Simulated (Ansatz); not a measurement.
Geometry optimisation, UKS revPBE-D4/def2-SVP (Ansatz 0.2.0).

Input file:

```yaml
crystal:
  periodic: [false, false, false]
  atoms:
    - { symbol: F, position_ang: [-0.256425, -1.704667, 0.300711] }
    - { symbol: C, position_ang: [-0.150678, -0.41963, -0.138737] }
    - { symbol: F, position_ang: [-0.679486, -0.401161, -1.423163] }
    - { symbol: Cl, position_ang: [0.880978, 2.299417, 0.894539] }
    - { symbol: H, position_ang: [0.906885, -0.067729, -0.150509] }
    - { symbol: H, position_ang: [-0.701374, 0.293869, 0.517158] }
total_charge: -1
magnetization:
  spin_polarized: true
basis:
  gaussian: { orbitals: def2-SVP }
hamiltonian:
  xc: revpbe
  dispersion: d4
relax:
  f_tol: 0.03
  max_steps: 50
```

Run as:

```bash
$ ansatz run input.yaml --threads 2 --pin off --max-ram 3072MiB --backend cpu --events-out ev --progress --plain --runs-dir out
```

Where does it end, and by what steps?

It converged. The force dipped under the threshold on the way, but the program's further checks kept it going. Limits of this set-up: an anion without diffuse functions. After 19 steps the energy has fallen by 0.040 eV; H5 moved furthest, 0.59 Å.

```csv
step,energy less start (eV),largest force component (eV/Å),accepted
0,0.0000,0.879,yes
1,-0.0159,0.499,yes
2,-0.0216,0.084,yes
3,-0.0224,0.052,yes
4,-0.0228,0.042,yes
5,-0.0230,0.027,yes
6,-0.0231,0.027,yes
7,-0.0232,0.013,yes
8,-0.0232,0.009,yes
9,-0.0235,0.052,yes
10,-0.0242,0.079,yes
11,-0.0258,0.129,yes
12,-0.0284,0.125,yes
13,-0.0254,0.533,no
14,-0.0337,0.049,yes
15,-0.0373,0.144,yes
16,-0.0377,0.224,yes
17,-0.0391,0.072,yes
18,-0.0399,0.078,yes
19,-0.0401,0.020,yes
```

```xyz
6
Properties=species:S:1:pos:R:3
F -0.341 -1.566 0.508
C -0.069 -0.423 -0.230
F -0.873 -0.467 -1.360
Cl 0.527 2.412 1.273
H 0.996 -0.474 -0.563
H -0.240 0.517 0.372
```

Run time: 20 s on 2 threads of INTEL(R) XEON(R) PLATINUM 8581C CPU @ 2.10GHz (Emerald Rapids), on a shared host, peak memory 0.17 GiB.
